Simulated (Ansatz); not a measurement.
`C/N=C(\F)Cl`, relaxed with RKS PBE-D4/def2-SVP in Ansatz 0.2.0 from a rough embedded geometry. The force threshold is 0.03 eV/Å; the program also tests the step.

Total charge 0; spin multiplicity 1.

Start:

```xyz
8

C     0.507    0.632    0.639
N     0.605   -0.214   -0.498
C    -0.521   -0.740   -0.752
F    -1.616   -0.565   -0.085
Cl   -0.662   -1.846   -2.085
H     1.557    1.118    0.801
H     0.269    0.125    1.543
H    -0.141    1.489    0.437
```

```csv
step,energy (eV),largest force (eV/Å),largest move (Å)
1,-18830.8143,3.612,0.000
2,-18831.0670,1.821,0.060
3,-18831.0969,0.857,0.086
4,-18831.1103,0.886,0.078
5,-18831.1430,0.137,0.059
6,-18831.1432,0.073,0.023
7,-18831.1437,0.032,0.013
8,-18831.1437,0.017,0.003
9,-18831.1437,0.003,0.001
10,-18831.1437,0.005,0.002
11,-18831.1438,0.057,0.018
12 (rejected),-18831.1348,0.726,0.196
13,-18831.1442,0.091,0.035
14 (rejected),-18831.1439,0.194,0.062
15,-18831.1449,0.112,0.030
16,-18831.1461,0.153,0.049
17,-18831.1476,0.272,0.073
18,-18831.1536,0.160,0.082
19,-18831.1673,0.093,0.169
20,-18831.1688,0.079,0.019
21 (rejected),-18831.1593,0.718,0.195
22,-18831.1749,0.041,0.098
23,-18831.1780,0.165,0.099
24 (rejected),-18831.1761,0.301,0.053
25,-18831.1796,0.076,0.027
26,-18831.1807,0.016,0.046
```

End:

```xyz
8

C     0.516    0.778    0.618
N     0.365    0.046   -0.620
C    -0.506   -0.841   -0.762
F    -1.400   -1.238    0.170
Cl   -0.725   -1.744   -2.225
H     1.570    0.698    0.958
H    -0.155    0.446    1.439
H     0.334    1.856    0.422
```

It took 42 s on 4 threads of a server CPU on a shared host, with 0.15 GiB of host memory at the peak.
